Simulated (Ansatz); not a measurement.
A calculation with Ansatz (development build ahead of 0.2.0).

```yaml
crystal:
  periodic: [false, false, false]
  atoms:
    - { symbol: B, position_ang: [0.03671, -0.14599, -0.90311] }
    - { symbol: F, position_ang: [0.05137, 0.13585, 0.54403] }
basis:
  gaussian: { orbitals: aug-cc-pVDZ }
hamiltonian:
  xc: hf
correlation:
  method: mp2
  frozen_orbitals: { B: 1, F: 1 }
```

The input is written out in the form of the current development build from the run's settings.

The run gave:

```json
{"Converged": "yes", "Reference energy": "-124.09199 hartree", "Correlation energy": "-0.27363 hartree", "Total energy": "-124.36563 hartree", "Spin squared of the determinant": "0.000"}
```

Caution: bonds are stretched, where a single reference can fail; stretched shape with no unrestricted run beside it, a lower state can exist.
